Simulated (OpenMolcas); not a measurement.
# Exact exchange and the vertical electron affinity of CH3AlO

CH3AlO: 6 atoms, total charge 0, spin state singlet. As SMILES, `[CH3][Al]=[O]`. The shape is that of a PBE0-D4/def2-TZVP optimisation.

The vertical electron affinity (to the doublet anion) y, in eV, basis aug-cc-pVDZ; a is the functional's share of exact exchange. Programs: OpenMolcas 26.06.

| functional | program | a | y (eV) |
| --- | --- | --- | --- |
| revPBE | OpenMolcas | 0 | 0.32 |
| r2SCAN | OpenMolcas | 0 | 0.32 |
| B3LYP | OpenMolcas | 0.2 | ? |
| PBE0 | OpenMolcas | 0.25 | 0.31 |
| BHLYP | OpenMolcas | 0.5 | 0.19 |

Question: Fit y = c + s·a to the known rows and predict B3LYP.

Answer: 
1. Means of the 4 rows: a = 0.1875, y = 0.285.
2. Σ(Δa)² = 0.17188, Σ(Δa·Δy) = -0.04125, so the slope is -0.04125/0.17188 = -0.23999.
3. Intercept: 0.285 − (-0.23999) × 0.1875 = 0.330. The largest residual of the fit is 0.040.
4. B3LYP: 0.330 + (-0.23999) × 0.2 = 0.28 eV.

The run gave 0.37 eV, so the prediction is off by -0.09 eV, more than the largest residual. The rows mix families of semi-local functionals, which the line can't see.
